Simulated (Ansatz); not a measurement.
A nudged elastic band was laid between two geometries of ClH$_{4}$NSi (7 atoms, charge 0, multiplicity 1).

Method: RKS PBE0-D4/cc-pVDZ in Ansatz.

| Property | Result |
| --- | --- |
| movable images | 5 |
| climbing image | yes |
| spring | 5.0 eV/Å² |
| optimiser | quadratic models (default) |
| start path | through a guess of the saddle point |
| force threshold | 0.03 eV/Å |
| iteration limit | 60 |
| end points | relaxed |

Image 0:

```xyz
7
Properties=species:S:1:pos:R:3
Si 0.237 -0.004 0.349
H -0.145 0.314 1.754
N 1.956 -0.177 0.279
H 2.357 -0.462 -0.611
H 2.514 0.579 0.670
Cl -0.550 1.554 -0.827
H -0.383 -1.257 -0.166
```

Image 6:

```xyz
7
Properties=species:S:1:pos:R:3
Si -0.462 -0.438 0.195
H 1.558 0.519 1.569
N 1.502 0.026 0.676
H 2.104 -0.799 0.739
H 1.884 0.650 -0.039
Cl -0.701 1.600 -0.571
H 0.101 -1.011 -1.122
```

(1) What changes between the two ends?

(2) What energy profile does the band end with?

(3) What is the geometry of the highest image?

Results:

(1) Bonds broken: Si1–H2. Bonds formed: H2–N3.

(2) The run converged. The highest image is number 3 of 0 to 6, 2.92 eV above the first end and 1.80 eV above the last; the last end lies 1.12 eV above the first. Neighbouring images differ by up to 1.7 eV, so the band resolves the path poorly. A vibrational analysis at the climbing image gives one clearly imaginary mode, 1507i cm⁻¹: a first-order saddle point. The orbitals stay closed-shell, which can raise the energy where a bond breaks towards radicals; this wasn't checked here.

```csv
image,path coordinate (Å),energy (eV),Si1–H2 (Å),H2–N3 (Å)
0,0.00,0.00,1.49,2.61
1,0.52,0.33,1.48,2.31
2,1.05,1.63,1.50,1.88
3,1.57,2.92,1.63,1.40
4,2.53,1.22,2.45,1.02
5,3.48,1.14,2.66,1.02
6,4.44,1.12,2.62,1.02
```

(3) 
```xyz
7
Properties=species:S:1:pos:R:3
Si -0.136 0.140 0.356
H 0.936 -0.133 1.557
N 1.734 -0.050 0.415
H 2.326 -0.674 -0.144
H 2.246 0.795 0.669
Cl -0.654 1.624 -1.066
H -0.466 -1.155 -0.340
```

Time of the run: 3.4 min on 1 thread of Arm Neoverse V1 (shared host), peak memory 0.14 GiB.
